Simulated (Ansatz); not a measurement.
**V₂O₅: computed properties**

Level of theory: Ansatz 0.2.0, DFT r2SCAN, scalar-relativistic, plane waves, PAW.

Settings: cutoff 500 eV, Γ-centred mesh 10×10×6 on the computed 7-atom cell, Gaussian smearing of 0.02 eV; no spin polarisation.

The structure is relaxed at this level of theory with its symmetry kept. This form isn't the usual stable structure of the compound.

```cif
data_structure
_symmetry_space_group_name_H-M 'C2/m'
_symmetry_Int_Tables_number 12
_cell_length_a 11.0115
_cell_length_b 2.8734
_cell_length_c 5.5025
_cell_angle_alpha 90.000
_cell_angle_beta 92.183
_cell_angle_gamma 90.000
_cell_volume 173.98
loop_
_atom_site_label
_atom_site_type_symbol
_atom_site_symmetry_multiplicity
_atom_site_Wyckoff_symbol
_atom_site_fract_x
_atom_site_fract_y
_atom_site_fract_z
_atom_site_occupancy
V1 V 4 i 0.14542 0.00000 0.36876 1
O1 O 2 c 0.00000 0.00000 0.50000 1
O2 O 4 i 0.12378 0.50000 0.18057 1
O3 O 4 i 0.31131 0.00000 0.37613 1
```

- Space group: C2/m (No. 12)
- Volume per atom: 12.43 Å³
- Formation energy from the elements' standard states (uncorrected): -2.300 eV/atom
- Generalised Kohn–Sham band gap: 1.64 eV, indirect from A to (0.281, -0.281, -0.500) (the valley at (-0.716, -0.284, 0.000) lies within 0.03 eV, so the order isn't resolved)
- Löwdin character of the top 1 eV of the valence band: O 2p 93 %
- Löwdin character of the lowest 1 eV of the conduction band: V 3d 77 %, O 2p 21 %
- Electron masses at the edge by Cartesian direction of the computed cell, whose vectors are (5.501, -1.437, 0.227), (5.501, 1.437, 0.227), (-0.436, 0.000, 5.485) Å (m_e; degenerate bands sorted by energy; no spin-orbit coupling): x: 2.6; y: 0.89; z: over 30
- Hole masses at the edge by Cartesian direction of the computed cell, whose vectors are (5.501, -1.437, 0.227), (5.501, 1.437, 0.227), (-0.436, 0.000, 5.485) Å (m_e; degenerate bands sorted by energy; no spin-orbit coupling): x: 0.71; y: 0.49; z: 29
- Bader charges (e): V (2 in the cell) 2.35, O (1 in the cell) -0.91, O (2 in the cell) -0.89, O (2 in the cell) -1.00

Each cell of V2O5 holds layers, and where no dispersion correction was added their binding is poorly described.

A ferromagnetic start lost its moments in a first run, so spin was left out; other magnetic orders weren't tried.

Cost: 3 runs of about 7.4 core-minutes in all, on Arm Neoverse V2 (shared hosts).